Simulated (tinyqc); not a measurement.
Worked calculation: RHF in the sto-3g basis, for NH3, spin multiplicity 1. One step of it, computed by the program tinyqc.

Task: Orthogonalisation. S = U s U^T; symmetric (Loewdin) form X = U s^(-1/2) U^T, so that X^T S X = 1.

overlap S, order 1N 1s, 1N 2s, 1N 2px, 1N 2py, 1N 2pz, 2H 1s, 3H 1s, 4H 1s:
```
[[1.000000, 0.235038, 0.000000, 0.000000, 0.000000, 0.033301, 0.033252, 0.033252],
 [0.235038, 1.000000, 0.000000, 0.000000, 0.000000, 0.357751, 0.357420, 0.357420],
 [0.000000, 0.000000, 1.000000, 0.000000, 0.000000, 0.344898, -0.172378, -0.172378],
 [0.000000, 0.000000, 0.000000, 1.000000, 0.000000, 0.000000, 0.298453, -0.298453],
 [0.000000, 0.000000, 0.000000, 0.000000, 1.000000, -0.056133, -0.056065, -0.056065],
 [0.033301, 0.357751, 0.344898, 0.000000, -0.056133, 1.000000, 0.094365, 0.094365],
 [0.033252, 0.357420, -0.172378, 0.298453, -0.056065, 0.094365, 1.000000, 0.094324],
 [0.033252, 0.357420, -0.172378, -0.298453, -0.056065, 0.094365, 0.094324, 1.000000]]
```

Give: eigenvalues of S; X.

Result:

eigenvalues of S: [0.425, 0.528, 0.528, 0.958, 1.028, 1.378, 1.378, 1.778]

X, order 1N 1s, 1N 2s, 1N 2px, 1N 2py, 1N 2pz, 2H 1s, 3H 1s, 4H 1s:
```
[[1.024, -0.141, 0.000, 0.000, 0.003, 0.019, 0.019, 0.019],
 [-0.141, 1.197, 0.000, 0.000, -0.027, -0.206, -0.206, -0.206],
 [0.000, 0.000, 1.085, 0.000, 0.000, -0.213, 0.106, 0.106],
 [0.000, 0.000, 0.000, 1.085, 0.000, 0.000, -0.184, 0.184],
 [0.003, -0.027, 0.000, 0.000, 1.004, 0.032, 0.032, 0.032],
 [0.019, -0.206, -0.213, 0.000, 0.032, 1.118, -0.025, -0.025],
 [0.019, -0.206, 0.106, -0.184, 0.032, -0.025, 1.118, -0.025],
 [0.019, -0.206, 0.106, 0.184, 0.032, -0.025, -0.025, 1.118]]
```
